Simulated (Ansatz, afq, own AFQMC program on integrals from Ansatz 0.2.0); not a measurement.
Integrals from Ansatz 0.2.0, then the random walk in our own AFQMC program (afq).

```yaml
crystal:
  periodic: [false, false, false]
  atoms:
    - {symbol: Al, position_ang: [0.000000, 0.000000, 0.000000]}
    - {symbol: F, position_ang: [0.000000, 0.000000, 1.719000]}
basis:
  gaussian: {orbitals: aug-cc-pVDZ}
total_charge: -1
magnetization: {spin_polarized: false, initial_magnetization: 3}
correlation: {method: ccsd_t, electrons: outside_noble_gas, hamiltonian_folder: ham}
```

```sh
$ ansatz run in.yaml --threads 1 --pin off --events-out ev --progress --plain --max-ram 1843MiB
```

Options of the walk:

```
--method phaseless --trial cisd --walkers 60 --populations 1 --least-time 40 --time-step 0.005 --steps-per-block 50 --equilibration-blocks 28 --max-blocks 300 --target-error 0.0004 --factor-cut 1e-05 --start spin_pure --seed 1551 --release-times 0.24,0.51,0.99,1.62,2.4 --release-step 0.03 --release-every 4 --taylor-order 6
```

Times are imaginary, in 1/Eh. The walk had a cap of 2083 s.

Output of the walk:

```
orbitals 44  electrons 7 4  factors 318 of 482
reference energy -341.36709713 Eh
CCSD correlation -0.24653067 Eh in 12 cycles, weight of the determinant in the CISD state 0.9182
energy of the start -341.613628 Eh
 block  time / (1/Eh)  mean weight  energy / Eh
     1     0.250  0.9990  -341.613899
     2     0.500  0.9959  -341.616887
     3     0.750  0.9970  -341.616917
     4     1.000  1.0028  -341.618169
     5     1.250  1.0010  -341.617072
    10     2.500  0.9987  -341.617734
    29     7.250  0.9997  -341.622041
    49    12.250  0.9991  -341.615836
    69    17.250  1.0000  -341.615529
    89    22.250  0.9972  -341.638216
   109    27.250  1.0002  -341.620986
   129    32.250  0.9990  -341.616768
   149    37.250  0.9999  -341.612663
   169    42.250  0.9995  -341.623035
   189    47.250  1.0006  -341.622030
   197    49.250  0.9980  -341.626679
blocks merged  error / Eh  count
     1  0.000334  170
     2  0.000375  85
     4  0.000377  42
     8  0.000391  21
    16  0.000464  10
released: time / (1/Eh)  energy / Eh  error  mean overlap
  0.24  -341.620804  0.000431  0.9899
  0.51  -341.620980  0.000549  0.9963
  0.99  -341.621202  0.000681  0.9897
  1.62  -341.620626  0.000665  0.9698
  2.40  -341.621661  0.000791  0.9516
energy -341.619887 +/- 0.000391 Eh
(rows thinned)
```

The run passed its tests (sampling time, drift between the halves within three errors, error under three times the target), which doesn't prove that it has relaxed. The second half of the sampling lies above the first by 1.8 errors of their difference, so the energy may still be moving and its error bar be too small.

Against this walk (error 10.6 meV) on the same determinant: CCSD(T) 9.0 meV higher (within the noise), CCSDT(Q) 11.2 meV lower (within the noise). The error is statistical and leaves out the bias of the constraint. Released to 1.62 1/Eh the energy moves by -20 ± 21 meV (both errors), within twice the noise.

Cautions: constraint bias not in the error; lower spins were not checked.

The walk took 5.1 min on 1 thread of Arm Neoverse V2, with other jobs on the host. The log's last line is the phaseless energy.

CCSDT and higher add their correlation energy to the determinant of the CCSD(T) run, since their own runs factorise the integrals more tightly (a shift of under 2 meV). A walk keeps the symmetry of its determinant, which the program's search chose and which needn't be the lowest solution, so a lower state of the same spin and another symmetry isn't excluded.
